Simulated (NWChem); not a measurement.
# Correlation energy of chlorine (Cl$_{2}$)

```
Cl
Cl 1 2.0255
```
Charge 0, spin multiplicity 1.

Everything below was run with NWChem. Structure: optimised with PBE0/def2-SVP, a minimum by its harmonic frequencies.

Basis set: cc-pVTZ. Each correlation energy counts from its own Hartree-Fock reference.

The correlated methods keep 10 core orbitals frozen. Coupled-cluster values serve here as a point of comparison, not as the truth.

Q: One of these methods gave a correlation energy of -428.5 mHa. Which?
A. CCSD(T)
B. MP2
C. CCSD
D. SCS-MP2

A: A, CCSD(T). The others give -373.4 (SCS-MP2), -378.4 (MP2), -411.0 (CCSD).
